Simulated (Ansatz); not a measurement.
bcc Ta was calculated with r²SCAN (Ansatz, a quantum-chemistry and plane-wave program, PAW).

Settings: plane-wave cutoff 600 eV, 16×16×16 k mesh, Fermi–Dirac smearing 0.1 eV, finite displacements, force constants from a 4×4×4 q mesh, scalar-relativistic PAW data made under PBE.

Computed at the level's own relaxed cell. Harmonic vibrational thermodynamics at fixed volume:

```json
[
 {"T (K)": "0", "S_vib (J/K per mol of atoms)": "0.00", "C_V (J/K per mol of atoms)": "0.00", "F_vib (eV/atom)": "0.0212"},
 {"T (K)": "100", "S_vib (J/K per mol of atoms)": "?", "C_V (J/K per mol of atoms)": "?", "F_vib (eV/atom)": "?"},
 {"T (K)": "300", "S_vib (J/K per mol of atoms)": "?", "C_V (J/K per mol of atoms)": "?", "F_vib (eV/atom)": "?"},
 {"T (K)": "400", "S_vib (J/K per mol of atoms)": "?", "C_V (J/K per mol of atoms)": "?", "F_vib (eV/atom)": "?"},
 {"T (K)": "800", "S_vib (J/K per mol of atoms)": "?", "C_V (J/K per mol of atoms)": "?", "F_vib (eV/atom)": "?"},
 {"T (K)": "900", "S_vib (J/K per mol of atoms)": "?", "C_V (J/K per mol of atoms)": "?", "F_vib (eV/atom)": "?"},
 {"T (K)": "1000", "S_vib (J/K per mol of atoms)": "?", "C_V (J/K per mol of atoms)": "?", "F_vib (eV/atom)": "?"}
]
```

Fill in the missing entries.


- 100, S_vib (J/K per mol of atoms): 16.71
- 100, C_V (J/K per mol of atoms): 19.86
- 100, F_vib (eV/atom): 0.0144
- 300, S_vib (J/K per mol of atoms): 41.68
- 300, C_V (J/K per mol of atoms): 24.29
- 300, F_vib (eV/atom): -0.0500
- 400, S_vib (J/K per mol of atoms): 48.71
- 400, C_V (J/K per mol of atoms): 24.57
- 400, F_vib (eV/atom): -0.0970
- 800, S_vib (J/K per mol of atoms): 65.86
- 800, C_V (J/K per mol of atoms): 24.85
- 800, F_vib (eV/atom): -0.3385
- 900, S_vib (J/K per mol of atoms): 68.79
- 900, C_V (J/K per mol of atoms): 24.87
- 900, F_vib (eV/atom): -0.4083
- 1000, S_vib (J/K per mol of atoms): 71.41
- 1000, C_V (J/K per mol of atoms): 24.88
- 1000, F_vib (eV/atom): -0.4810

The crystal is taken as a harmonic solid at every temperature: melting, phase changes and thermal expansion are not seen, nor the electrons' share in a metal.
